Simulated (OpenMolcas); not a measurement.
# C2H6Si (vinylsilane) at 6 levels

Wanted: a comparison of 6 runs (HF/3-21G, M06-L/6-311+G**, SVWN5/6-311+G**, TPSS/6-311+G**, revPBE/6-311+G**, CCSD(T)/6-311+G**) of C2H6Si (vinylsilane). 

Program for the calculation: OpenMolcas 26.06.

1 further run of the same task is left out (set aside as unsound or not needed).

### Step 1. The structure to begin with

The species is C2H6Si (9 atoms), meant as a singlet with charge 0. As SMILES, `C=C[SiH3]`. The shape is that of a PBE0-D4/def2-TZVP optimisation.

Bond lengths: C1–C2 1.330 Å, C2–Si3 1.859 Å, C1–H4 1.087 Å, C1–H5 1.087 Å, C2–H6 1.089 Å, Si3–H7 1.488 Å, Si3–H8 1.487 Å, Si3–H9 1.488 Å. Some angles: C1–C2–Si3 123.1°, C1–C2–H6 118.1°, Si3–C2–H6 118.8°, C2–C1–H4 121.7°, C2–C1–H5 122.2°, C2–Si3–H7 110.8°, C2–Si3–H8 109.0°, C2–Si3–H9 110.8°, H4–C1–H5 116.1°, H7–Si3–H8 109.3°.

### Step 2. Energy and forces at HF/3-21G (run 1)

File calc.input:

```
* C2H6Si Hartree-Fock

&gateway
 baslib = $CurrDir
 coord
 9
 angstrom
 C       -0.713700       0.870200      -1.048300
 C       -0.071300       0.712500       0.105600
 Si       0.560600      -0.932000       0.700100
 H       -0.905700       0.033000      -1.713900
 H       -1.076700       1.838600      -1.381500
 H        0.089400       1.592000       0.727600
 H        2.035800      -0.893900       0.893800
 H        0.223400      -1.972400      -0.307300
 H       -0.053200      -1.294300       2.006700
 basis = 3-21G
 group = NoSym

&seward

&scf
 thresholds = 1e-10 1e-07 1e-07 1e-05
 prorbitals = 1 2

&alaska
```

The basis set 3-21G is read from a file made from the Basis Set Exchange's data (not shown).

On the command line:

```sh
$ export MOLCAS_MEM=1860
$ pymolcas calc.input > calc.log
```

Output:

```text
--- Start Module: gateway ---
[...]
--- Stop Module: gateway /rc=_RC_ALL_IS_WELL_ ---
[...]
      Basis functions           43
[...]
--- Start Module: scf ---
[...]
       Convergence after  11 Iterations
[...]
::    Total SCF energy                               -366.1527344004
[...]
      Total spin, S                                     0.0000000000
[...]
      Total electronic charge=   32.000000
      Total            charge=   -0.000000
[...]
      Dipole Moment (debye):
      Origin of the operator (angstrom)=    0.1134   -0.1342    0.1465
                   X= -3.3771E-01               Y=  6.3202E-01               Z= -4.0737E-01           Total=  8.2429E-01
      Quadrupole Moment (debye*angstrom):
[...]
--- Stop Module: scf /rc=_RC_ALL_IS_WELL_ ---
--- Start Module: alaska ---
[...]
 *              Molecular gradients               *
 **************************************************
  Irreducible representation: a
 ------------------------------------------------------------------------------------------
                              X                       Y                       Z
 ------------------------------------------------------------------------------------------
  C1               -1.09004743141305E-03   -3.14793888313680E-04   -2.17016905329892E-03
  C2                9.75442134586124E-03   -2.03535020107113E-02    1.10006021826958E-02
  SI3              -5.57184468604000E-03    1.12633268221174E-02   -6.41718945966829E-03
  H4               -9.20533049810324E-04   -7.35033593268097E-03   -4.40822639284244E-03
  H5               -2.66848035336453E-03    7.86918777457091E-03   -2.17969602329915E-03
  H6                1.05917035173198E-03    6.44466432585888E-03    4.34238721034519E-03
  H7               -6.94227705938744E-04    7.89997827644939E-04    1.22858688372918E-04
  H8               -9.89393787492743E-05    6.87876316582514E-04    6.85806294860036E-05
[...]
--- Stop Module: alaska /rc=_RC_ALL_IS_WELL_ ---
[...]
```

Run time: 1.6 s. Hardware: 1 thread of Intel Xeon 6975P-C (Granite Rapids), shared host; peak memory 0.38 GiB.

### Step 3. Energy and forces at M06-L/6-311+G(d,p) (run 2)

File job.inp:

```
* C2H6Si Kohn-Sham DFT
&gateway
baslib = $CurrDir
coord
9
angstrom
C       -0.713700       0.870200      -1.048300
C       -0.071300       0.712500       0.105600
Si       0.560600      -0.932000       0.700100
H       -0.905700       0.033000      -1.713900
H       -1.076700       1.838600      -1.381500
H        0.089400       1.592000       0.727600
H        2.035800      -0.893900       0.893800
H        0.223400      -1.972400      -0.307300
H       -0.053200      -1.294300       2.006700
basis = 6-311pGss
group = NoSym
&seward
gridinput
Grid=UltraFine
End of Grid
&scf
ksdft = M06L
thresholds = 1e-10 1e-07 1e-07 1e-05
prorbitals = 0
&alaska
```

The basis set 6-311+G** is read from a file made from the Basis Set Exchange's data (not shown).

On the command line:

```sh
$ export MOLCAS_MEM=1860
$ pymolcas job.inp > job.log
```

Output:

```text
--- Start Module: gateway ---
[...]
--- Stop Module: gateway /rc=_RC_ALL_IS_WELL_ ---
[...]
      Basis functions          110
[...]
--- Start Module: scf ---
[...]
       Convergence after  17 Iterations
[...]
::    Total KS-DFT energy                            -369.2967907070
[...]
      Total spin, S                                     0.0000000000
[...]
      Total electronic charge=   32.000000
      Total            charge=   -0.000000
[...]
      Dipole Moment (debye):
      Origin of the operator (angstrom)=    0.1134   -0.1342    0.1465
                   X= -2.2507E-01               Y=  4.8937E-01               Z= -2.4703E-01           Total=  5.9259E-01
      Quadrupole Moment (debye*angstrom):
[...]
--- Stop Module: scf /rc=_RC_ALL_IS_WELL_ ---
[...]
--- Start Module: alaska ---
[...]
 *              Molecular gradients               *
 **************************************************
  Irreducible representation: a
 ------------------------------------------------------------------------------------------
                              X                       Y                       Z
 ------------------------------------------------------------------------------------------
  C1                1.61797645681450E-03   -1.41582037825705E-03    2.53639984397491E-03
  C2               -2.04657269336850E-03    1.83047830621552E-03   -3.19916851132351E-03
  SI3              -1.66440080168151E-03    3.24678613393292E-03   -1.97692680553052E-03
  H4                5.35207764438939E-04    6.38197513214145E-05    1.02829346316646E-03
  H5                5.66603048112846E-04   -2.03570849015566E-04    9.92480525418449E-04
  H6               -1.22320816399180E-05   -1.05066808855936E-03   -3.96199178433143E-04
  H7                2.45306828075353E-03    7.81890957549658E-05    3.37847389280443E-04
  H8               -4.36462992176145E-04   -1.95948301450244E-03   -1.51445450522170E-03
[...]
--- Stop Module: alaska /rc=_RC_ALL_IS_WELL_ ---
[...]
```

Run time: 58 s. Hardware: 1 thread of Intel Xeon 6975P-C (Granite Rapids), shared host; peak memory 0.65 GiB.

Runs 3 to 5 aren't shown in full; the table further down has their settings and results.

### Step 4. The energy at CCSD(T)/6-311+G(d,p) (Cholesky decomposition) (run 6)

File test.input:

```
* C2H6Si CCSD(T)
>>> EXPORT MOLCAS_PRINT=2

&GATEWAY
 BASLIB = $CurrDir
 COORD
 9
 angstrom
 C       -0.713700       0.870200      -1.048300
 C       -0.071300       0.712500       0.105600
 Si       0.560600      -0.932000       0.700100
 H       -0.905700       0.033000      -1.713900
 H       -1.076700       1.838600      -1.381500
 H        0.089400       1.592000       0.727600
 H        2.035800      -0.893900       0.893800
 H        0.223400      -1.972400      -0.307300
 H       -0.053200      -1.294300       2.006700
 BASIS = 6-311pGss
 GROUP = NoSym

&SEWARD
 HIGH

&SCF
 THRESHOLDS = 1e-10 1e-07 1e-07 1e-05
 PRORBITALS = 1 2

&CHCC
 FROZEN = 7
 THRESHOLD = 1e-08
 MAXITERATIONS = 80

&CHT3
 FROZEN = 7
```

The basis set 6-311+G** is read from a file made from the Basis Set Exchange's data (not shown).

On the command line:

```sh
$ export MOLCAS_MEM=1860
$ pymolcas test.input > test.log
```

Output:

```text
--- Start Module: gateway ---
[...]
--- Stop Module: gateway /rc=_RC_ALL_IS_WELL_ ---
[...]
      Basis functions          110
[...]
       Convergence after  13 Iterations
[...]
::    Total SCF energy                               -368.1590071299
[...]
      Total spin, S                                     0.0000000000
[...]
      Total electronic charge=   32.000000
      Total            charge=   -0.000000
[...]
      Dipole Moment (debye):
      Origin of the operator (angstrom)=    0.1134   -0.1342    0.1465
                   X= -3.0214E-01               Y=  5.4781E-01               Z= -3.7087E-01           Total=  7.2728E-01
      Quadrupole Moment (debye*angstrom):
[...]
--- Start Module: chcc ---
[...]
--- Stop Module: chcc /rc=_RC_ALL_IS_WELL_ ---
[...]
--- Start Module: cht3 ---
[...]
--- Stop Module: cht3 /rc=_RC_ALL_IS_WELL_ ---
[...]
```

It took 4.5 min on 1 thread of Intel Xeon 6975P-C (Granite Rapids), shared host; peak memory 0.2 GiB.

### Step 5. All runs side by side

| run | level | integration grid | integral approximation | energy (Eh) | dipole moment (D) of the reference | HOMO energy (eV) | LUMO energy (eV) | wall time |
| --- | --- | --- | --- | --- | --- | --- | --- | --- |
| 1 | HF/3-21G | – | none | -366.152734 | 0.82 | -10.34 | 4.00 | 1.6 s |
| 2 | M06-L/6-311+G** | UltraFine | none | -369.296791 | 0.59 | -7.03 | -1.20 | 58 s |
| 3 | SVWN5/6-311+G** | UltraFine | none | -367.376180 | 0.64 | -7.03 | -1.70 | 31 s |
| 4 | TPSS/6-311+G** | UltraFine | none | -369.352477 | 0.68 | -6.91 | -1.29 | 58 s |
| 5 | revPBE/6-311+G** | UltraFine | none | -369.221198 | 0.69 | -6.84 | -1.43 | 47 s |
| 6 | CCSD(T)/6-311+G** (Cholesky decomposition) | – | CD high | -368.611659 | 0.73 | -10.38 | 1.63 | 4.5 min |

### Step 6. What came out

```
                                          quantity          value
                               run 6: total energy  -368.61166 Eh
         run 6: dipole moment (mean-field density)         0.73 D
        run 6: HOMO energy (Hartree–Fock orbitals)      -10.38 eV
        run 6: LUMO energy (Hartree–Fock orbitals)        1.63 eV
      run 6: HOMO–LUMO gap (Hartree–Fock orbitals)       12.01 eV
run 6: correlation energy (7 core orbitals frozen)     -452.7 mEh
                             run 6: (T) correction     -15.58 mEh
```

**Reading.** Over runs 1, 2, 3, 4, 5 the dipole moment (its size) runs from 0.59 D (M06-L/6-311+G**) to 0.82 D (HF/3-21G). The two ends differ in method and basis. Over runs 1, 2, 3, 4, 5 the HOMO–LUMO gap runs from 5.34 eV (SVWN5/6-311+G**) to 14.34 eV (HF/3-21G). Totals of different functionals can't be ranked against each other. All runs together took 7.7 min, the longest 4.5 min.
